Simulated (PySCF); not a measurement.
## SO: script and output

The script input.py:

```python
from pyscf import gto, dft, tdscf

mol = gto.M(
    atom='S 0 0 0; O 0 0 1.427',
    basis='3-21g',
    charge=0,
    spin=2,
    verbose=4,
)
mf = dft.UKS(mol, xc='m06l')
mf.kernel()
td = tdscf.TDA(mf)
td.nstates = 5
td.kernel()
td.analyze()
mf.dip_moment()
print('orbital energies (hartree):', [e[max(0, n-3):n+3].round(4) for e, n in zip(mf.mo_energy, mol.nelec)])
```

```bash
$ OMP_NUM_THREADS=1 python input.py
```

Output (some set-up lines and the per-cycle HOMO/LUMO lines with their warnings removed):

```
PySCF version 2.14.0

[INPUT] verbose = 4
[INPUT] num. atoms = 2
[INPUT] num. electrons = 24
[INPUT] charge = 0
[INPUT] spin (= nelec alpha-beta = 2S) = 2
[INPUT] symmetry False subgroup None
[INPUT] Mole.unit = angstrom
[INPUT] Symbol           X                Y                Z      unit          X                Y                Z       unit  Magmom
[INPUT]  1 S      0.000000000000   0.000000000000   0.000000000000 AA    0.000000000000   0.000000000000   0.000000000000 Bohr   0.0
[INPUT]  2 O      0.000000000000   0.000000000000   1.427000000000 AA    0.000000000000   0.000000000000   2.696639179754 Bohr   0.0

nuclear repulsion = 47.4664912387947
number of shells = 12
number of NR pGTOs = 42
number of NR cGTOs = 22
basis = 3-21g
ecp = {}

******** <class 'pyscf.dft.uks.UKS'> ********
method = UKS
initial guess = minao
damping factor = 0
level_shift factor = 0
DIIS = <class 'pyscf.scf.diis.CDIIS'>
diis_start_cycle = 1
diis_space = 8
diis_damp = 0
SCF conv_tol = 1e-09
SCF conv_tol_grad = None
SCF max_cycles = 50
direct_scf = True
direct_scf_tol = 1e-13
number electrons alpha = 13  beta = 11
XC library pyscf.dft.libxc version 7.0.0
    S. Lehtola, C. Steigemann, M. J.T. Oliveira, and M. A.L. Marques.,  SoftwareX 7, 1–5 (2018)
XC functionals = m06l
    Y. Zhao and D. G. Truhlar.,  J. Chem. Phys. 125, 194101 (2006)
    Y. Zhao and D. G. Truhlar.,  J. Chem. Phys. 125, 194101 (2006)
    Y. Zhao and D. G. Truhlar.,  Theor. Chem. Acc. 120, 215 (2008)
radial grids:
    Treutler-Ahlrichs [JCP 102, 346 (1995); DOI:10.1063/1.469408] (M4) radial grids

becke partition: Becke, JCP 88, 2547 (1988); DOI:10.1063/1.454033
pruning grids: <function nwchem_prune>
grids dens level: 3
symmetrized grids: False
atomic radii adjust function: <function treutler_atomic_radii_adjust>
small_rho_cutoff = 0
Set gradient conv threshold to 3.16228e-05
tot grids = 32968
init E= -471.020898399438

cycle= 1 E= -470.794996366884  delta_E= 0.226  |g|= 0.497  |ddm|= 1.44
cycle= 2 E= -470.250638652025  delta_E= 0.544  |g|= 1.13  |ddm|= 1.28
cycle= 3 E= -470.90830939969  delta_E= -0.658  |g|= 0.0342  |ddm|=    1
cycle= 4 E= -470.908796747451  delta_E= -0.000487  |g|= 0.0261  |ddm|= 0.0772
cycle= 5 E= -470.909159140413  delta_E= -0.000362  |g|= 0.00468  |ddm|= 0.0268
cycle= 6 E= -470.909168431841  delta_E= -9.29e-06  |g|= 0.000749  |ddm|= 0.00416
cycle= 7 E= -470.909168684526  delta_E= -2.53e-07  |g|= 0.000348  |ddm|= 0.00107
cycle= 8 E= -470.909168740205  delta_E= -5.57e-08  |g|= 2.73e-05  |ddm|= 0.000287
cycle= 9 E= -470.909168740547  delta_E= -3.42e-10  |g|= 1.29e-06  |ddm|= 2.1e-05
Extra cycle  E= -470.909168740543  delta_E= 4.55e-12  |g|= 3.59e-06  |ddm|= 3.47e-06
converged SCF energy = -470.909168740543  <S^2> = 2.0029624  2S+1 = 3.0019743

******** <class 'pyscf.tdscf.uks.TDA'> for <class 'pyscf.dft.uks.UKS'> ********
nstates = 5
deg_eia_thresh = 1.000e-03
wfnsym = None
conv_tol = 1e-05
eigh lindep = 1e-12
eigh level_shift = 0
eigh max_cycle = 100

Excitation energies (eV)
[5.78919124 5.78925854 6.50408685 6.59821362 6.59821362]

** Excitation energies and oscillator strengths **
Excited State   1:      5.78919 eV    214.16 nm  f=0.0000
       9b ->   12b      0.39631
       9b ->   13b      0.58543
      10b ->   12b      0.58543
      10b ->   13b     -0.39631
Excited State   2:      5.78926 eV    214.16 nm  f=0.0000
       9b ->   12b     -0.58543
       9b ->   13b      0.39631
      10b ->   12b      0.39631
      10b ->   13b      0.58543
Excited State   3:      6.50409 eV    190.63 nm  f=0.0000
       9b ->   12b      0.10627
       9b ->   13b     -0.69908
      10b ->   12b      0.69908
      10b ->   13b      0.10627
Excited State   4:      6.59821 eV    187.91 nm  f=0.0029
      11b ->   12b     -0.98585
      11b ->   13b     -0.13153
Excited State   5:      6.59821 eV    187.91 nm  f=0.0029
      11b ->   12b     -0.13153
      11b ->   13b      0.98585

** Transition electric dipole moments (AU) **
state          X           Y           Z        Dip. S.      Osc.
  1         0.0000      0.0000      0.0000      0.0000      0.0000
  2         0.0000     -0.0000     -0.0000      0.0000      0.0000
  3        -0.0000     -0.0000      0.0000      0.0000      0.0000
  4         0.0469      0.1266      0.0000      0.0182      0.0029
  5        -0.1266      0.0469     -0.0000      0.0182      0.0029

** Transition velocity dipole moments (imaginary part, AU) **
state          X           Y           Z        Dip. S.      Osc.
  1         0.0000      0.0000     -0.0000      0.0000      0.0000
  2         0.0000      0.0000      0.0000      0.0000      0.0000
  3         0.0000      0.0000      0.0000      0.0000      0.0000
  4        -0.0067     -0.0182      0.0000      0.0004      0.0010
  5         0.0182     -0.0067      0.0000      0.0004      0.0010

** Transition magnetic dipole moments (imaginary part, AU) **
state          X           Y           Z
  1        -0.0000      0.0000     -0.0000
  2         0.0000      0.0000      0.0000
  3         0.0000     -0.0000     -0.0000
  4        -1.0281      0.3808      0.0000
  5        -0.3808     -1.0281     -0.0000
Dipole moment(X, Y, Z, Debye):  0.00000,  0.00000, -1.12646
orbital energies (hartree): [array([-0.4188, -0.2086, -0.2086,  0.0439,  0.3744,  0.4551]), array([-0.3757, -0.3757, -0.373 , -0.1367, -0.1367,  0.0729])]
```

In short: E(SCF) = -470.909169 Eh, 9 cycles, ⟨S²⟩ = 2.003, μz(SCF) = -1.13 D, first excitations without spin–orbit coupling 5.79, 5.79, 6.50, 6.60, 6.60 eV.

It ran on Arm Neoverse N1 (1 thread, shared host) in 12 s.

The basis is very small, so the numbers show the basis as much as the system. The bond length is a typed value, not an optimised one. No search for the lowest solution was made.
